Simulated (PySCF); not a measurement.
Core binding energy against partial charge

C4H4ClF.
Numbering: `[F:1][C@H:2]1[CH:3]=[C:4]([Cl:5])[CH2:6]1`

Geometry (PBE0-D3(BJ)/def2-SVP, Å), atoms numbered from 1 in this order:
```
atom  x, y, z in Å
F1    -1.202    0.535    1.568
C2    -0.777    0.426    0.273
C3     0.595    0.972   -0.028
C4     1.013   -0.231   -0.446
Cl5    2.451   -0.789   -1.174
C6    -0.250   -0.980   -0.126
H7    -1.581    0.804   -0.382
H8     1.036    1.967    0.019
H9    -0.754   -1.485   -0.964
H10   -0.181   -1.658    0.737
```

Binding energies: delta-SCF UKS SCAN, pcX-2 on the ionised atom, pcseg-1 elsewhere, spin-free X2C (PySCF). Charges: PBE0/pcSseg-1 ground-state density, for the ionised atom.

```csv
atom,environment,C 1s (eV),Mulliken (e),IAO (e),Hirshfeld (e),ESP (e)
C3,alkene CH carbon,290.70,-0.040,-0.199,-0.068,-0.293
C6,allylic carbon,291.42,-0.097,-0.281,-0.080,-0.333
C4,vinylic C–Cl carbon,292.38,-0.156,-0.010,+0.020,+0.079
C2,sp3 C–F carbon,293.40,+0.186,+0.194,+0.066,+0.401
```

Question: Give the correlation coefficient and slope of binding energy on charge for each scheme.

Answer: ESP: r = 0.96, slope 3.3 eV per e; Hirshfeld: r = 0.94, slope 15.8 eV per e; IAO: r = 0.92, slope 5.1 eV per e; Mulliken: r = 0.58, slope 4.6 eV per e. On 4 points no scheme stands out.

Question: The point-charge model writes a binding energy as kq + V + constant, with V the potential of the other atoms' charges at the site. What does it give with the Mulliken charges?

Answer: V = Σ 14.40 eV Å × q/r over all other atoms: +0.58 eV at C3, +2.79 eV at C6, +0.91 eV at C4, -2.05 eV at C2. Fitting binding energy − V to q gives k = 15.9 eV per e and leaves an rms residual of 1.49 eV, against 0.83 eV for the fit on q alone. The model has no term for differences in relaxation between sites.

Geometry: PBE0-D3(BJ)/def2-SVP; no solvent, vibrations or thermal averaging.
